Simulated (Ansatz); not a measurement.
Results of LC-ωPBE (plane waves, PAW; Ansatz, a quantum-chemistry and plane-wave program) for CsCl-type TlBr.

Settings: plane-wave cutoff 520 eV, 6×6×6 k mesh, scalar-relativistic PAW data made under PBE.

Computed at the level's own relaxed cell.

Hill averages of the elastic tensor: K = 22.4 GPa, G = 10.5 GPa. Volume 31.963 Å³/atom, mean atomic mass 142.144 u.

Question: Work out the density, the sound velocities of a polycrystal and the elastic Debye temperature at this level.

Answer: ρ = 1.66054 × 142.144/31.963 = 7.385 g/cm³. v_l = √[(K + 4G/3)/ρ] = 2.220 km/s and v_t = √(G/ρ) = 1.192 km/s. The mean follows from 3/v_m³ = 1/v_l³ + 2/v_t³: v_m = 1.331 km/s. Θ_D = (ħ/k_B) v_m (6π²/V)^(1/3) = 76.38 K Å s/km × 1.331 × 1.2282 Å⁻¹ = 125 K, counting all atoms of the cell.
